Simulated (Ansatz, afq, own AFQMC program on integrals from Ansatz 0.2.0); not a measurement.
Integrals from Ansatz 0.2.0, then the random walk in our own AFQMC program (afq).

```yaml
crystal:
  periodic: [false, false, false]
  atoms:
    - {symbol: C, position_ang: [0.000000, 0.000000, 0.000000]}
    - {symbol: H, position_ang: [0.933891, 0.936826, 0.935654]}
    - {symbol: H, position_ang: [-0.939161, -0.931950, 0.935248]}
    - {symbol: H, position_ang: [-0.931746, 0.934082, -0.940523]}
    - {symbol: H, position_ang: [0.937016, -0.938958, -0.930378]}
basis:
  gaussian: {orbitals: 6-31G}
magnetization: {spin_polarized: true, initial_magnetization: 0}
correlation: {method: ccsd_t, electrons: outside_noble_gas, hamiltonian_folder: ham}
```

```sh
$ ansatz run in.yaml --threads 1 --pin off --events-out ev --progress --plain --max-ram 24576MiB --backend cuda --devices 0, --max-vram 18GiB
```

Options of the walk:

```
--method phaseless --trial cisd --walkers 4000 --populations 20 --least-time 60 --time-step 0.005 --steps-per-block 50 --equilibration-blocks 40 --max-blocks 4000 --target-error 0.00034 --factor-cut 1e-05 --start spin_pure --seed 2173 --release-times 0.24,0.51,0.99,1.62,2.4 --release-step 0.03 --release-every 3 --taylor-order 6
```

Times are imaginary, in 1/Eh. The walk had a cap of 122 s. With eight or more populations the least sampling time is a fifth of least-time, and the error comes from their spread.

afq prints:

```
orbitals 16  electrons 4 4  factors 94 of 255
reference energy -39.83835956 Eh
CCSD correlation -0.18140217 Eh in 13 cycles, weight of the determinant in the CISD state 0.7658
energy of the start -40.001103 Eh
 block  time / (1/Eh)  mean weight  energy / Eh
     1     0.250  1.0000  -40.005484
     2     0.500  1.0002  -40.009800
     3     0.750  1.0000  -40.013698
     4     1.000  1.0000  -40.016715
     5     1.250  0.9999  -40.018730
     8     2.000  0.9999  -40.022500
    11     2.750  0.9996  -40.024870
    17     4.250  0.9999  -40.026745
    23     5.750  0.9998  -40.027376
    29     7.250  1.0001  -40.024712
    35     8.750  1.0001  -40.027869
    41    10.250  1.0000  -40.028247
    47    11.750  1.0002  -40.028881
    53    13.250  1.0000  -40.029197
    59    14.750  0.9999  -40.028402
    65    16.250  0.9996  -40.030275
    71    17.750  1.0001  -40.027310
    77    19.250  1.0000  -40.027812
    83    20.750  1.0000  -40.028501
    89    22.250  0.9998  -40.026261
error from the spread of 20 populations
released: time / (1/Eh)  energy / Eh  error  mean overlap
  0.24  -40.028171  0.000284  0.9998
  0.51  -40.028191  0.000227  1.0027
  0.99  -40.028684  0.000145  1.0035
  1.62  -40.029083  0.000265  1.0051
  2.40  -40.029102  0.000180  1.0067
energy -40.028109 +/- 0.000315 Eh
(rows thinned)
```

The run passed its tests (sampling time, drift between the halves within three errors, error under three times the target), which doesn't prove that it has relaxed.

Against this walk (error 8.6 meV) on the same determinant: CCSD(T) 33.8 meV higher, CCSDT(Q) 38.1 meV lower, CCSDTQ 34.1 meV lower, full CI 35.0 meV lower. The error is statistical and leaves out the bias of the constraint. The determinant has ⟨S²⟩ = 0.35, so the low cluster orders mix in higher spin, while the walk starts as a pure singlet. Released to 2.40 1/Eh the energy lies 27 ± 10 meV (both errors) below the phaseless value, which shows part or all of the bias of the constraint, and full CI lies 8.0 meV below the released value. Full CI is exact here, so the walk's 35 meV above it is the walk's own error: the bias of the constraint with this trial. The determinant is a poor start (see the cautions), so the low cluster orders aren't to be relied on, and full CI is the sure value.

Cautions: constraint bias not in the error; strong correlation (T1 0.074, weight of the determinant 0.77, largest double 0.12); unrestricted determinant spin contaminated (⟨S²⟩ 0.35 against 0.00).

The walk took 18 s on 1 × NVIDIA H100 80GB HBM3 with 2 threads of AMD EPYC 7R13 Processor (Zen 3), on a shared host (the card was shared). The log's last line is the phaseless energy.

CCSDT and higher add their correlation energy to the determinant of the CCSD(T) run, since their own runs factorise the integrals more tightly (a shift of under 2 meV). A walk keeps the symmetry of its determinant, which the program's search chose and which needn't be the lowest solution, so a lower state of the same spin and another symmetry isn't excluded.
